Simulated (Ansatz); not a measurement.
Frontier orbitals of C₂H₄N₂O₂ (`N/C(O)=N\C=O`).

```
atom    x (Å)    y (Å)    z (Å)
  N1   1.3103  -0.1725  -0.1767
  C2   0.3091   0.5476   0.3031
  O3   0.6812   1.6579   0.9330
  N4  -0.9700   0.2872   0.2239
  C5  -1.3650  -0.8470  -0.4180
  O6  -0.6626  -1.6931  -0.9546
  H7   2.2598   0.1299  -0.0537
  H8   1.0367  -1.0243  -0.6604
  H9  -0.1396   2.0770   1.2261
 H10  -2.4600  -0.9626  -0.4226
```

The species carries charge 0 and has multiplicity 1. The geometry is a stationary point of PBE0-D4/def2-TZVP. It is one conformer, not always the lowest. Basis def2-TZVPP, Ansatz 0.2.0.

```
             functional  HOMO (eV)  LUMO (eV)  gap (eV)
                    PBE      -5.90      -1.77      4.13
                 revPBE      -5.81      -1.66      4.15
                   BLYP      -5.82      -1.66      4.16
                   PBE0      -7.53      -0.76      6.77
                  B3LYP      -7.29      -1.02      6.27
                r2SCANh      -6.82      -1.19      5.63
                r2SCAN0      -7.75      -0.63      7.12
HSE06 (plane-wave form)      -7.12      -1.14      5.98
              CAM-B3LYP      -9.03       0.38      9.41
                ωB97M-V      -9.95       1.48     11.43
```

From PBE to PBE0 the HOMO moves by −1.63 eV and the LUMO by +1.01 eV, and with ωB97M-V by −4.05 and +3.25 eV, so the gap grows from 4.13 to 11.42 eV with exact exchange. A positive LUMO is unbound and depends on the basis.

B3LYP here is the variant with VWN-RPA as its local correlation; programs differ in this.
